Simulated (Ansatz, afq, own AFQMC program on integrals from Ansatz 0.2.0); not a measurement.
## AlGeH, triplet in cc-pVDZ, levels against CCSDT(Q)

```yaml
atoms:
  - { symbol: Ge, position_ang: [0.0000, -0.0088, 0.6666] }
  - { symbol: Al, position_ang: [0.0000, -0.0265, -1.7820] }
  - { symbol: H, position_ang: [0.0000, 1.3471, -0.3412] }
```

Connectivity, by distances: Ge–Al, 1 bridging H.

Basis cc-pVDZ. Only valence electrons are correlated. Ansatz 0.2.0 and our own AFQMC program on the same integrals; the CISD trial comes from CCSD amplitudes, and released means the phaseless constraint is let go. Error bars are statistical, one sigma. No spin–orbit coupling.

Determinant: UHF, the one that the program's search chose, which needn't be the lowest solution. The geometry is a point of a scan.

No full CI on the walks' own integrals is used here; CCSDT(Q) serves as the reference and is uncertain by about the last step of the cluster series.

Cautions: no relativity below Rb; no spin-orbit coupling; inner d shell frozen; lower spins were not checked; unrestricted determinant slightly spin contaminated (⟨S²⟩ 2.07 against 2.00).

The T1 diagnostic is 0.0367, the weight of the determinant in the CISD state is 0.854 and the ⟨S²⟩ of the determinant is 2.075. The size of the correlated space is 8 electrons in 31 orbitals.

| level | correlation energy (eV) |
| --- | --- |
| MP2 | -3.0636 |
| CCSD | -3.9638 |
| CCSD(T) | -4.1257 |

Problem. Estimate where AFQMC with the constraint released lies against CCSD(T) on the same integrals.

Solution. 45.5 ± 8.8 meV below CCSD(T).

Reference: CCSDT(Q), correlation energy -4.177 eV. The released energy is read at 2.40 1/Eh (meV from the phaseless value at times in 1/Eh: -3 ± 8 at 0.24, -6 ± 7 at 0.51, -6 ± 7 at 0.99, -19 ± 7 at 1.62, -21 ± 9 at 2.40).

| level | E − E(reference) (meV) | share of correlation (%) |
| --- | --- | --- |
| CCSD(T) | 51.3 | 98.77 |
| CCSDT | 10.6 | 99.75 |
| ph-AFQMC/HF | 141.8 ± 37.2 | 96.61 |
| ph-AFQMC/CISD | 27.0 ± 10.8 | 99.35 |
| released AFQMC | 5.8 ± 8.8 | 99.86 |

A walk keeps the symmetry of its determinant, which the program's search chose and which needn't be the lowest solution, so a lower state of the same spin and another symmetry isn't excluded. Released energies are given only where the last usable release times agree within the noise; a slower fall can still hide under it.
